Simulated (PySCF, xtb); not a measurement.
CN, SMILES N#[C] (connectivity only; charge and spin as stated), charge -1, multiplicity 1.

Harmonic wavenumbers (cm⁻¹) from GFN2-xTB in xtb at its own minimum, in rising order: 2045.

Question: What does B3LYP-D3(BJ)/def2-TZVPD (PySCF 2.14.0) give at its own minimum? (The exact figures need the calculation; the answer reports its results.)

Answer: 2142. Paired by order, the mean absolute difference is 98 cm⁻¹ and the zero-point energies are 2.9 and 3.1 kcal/mol.
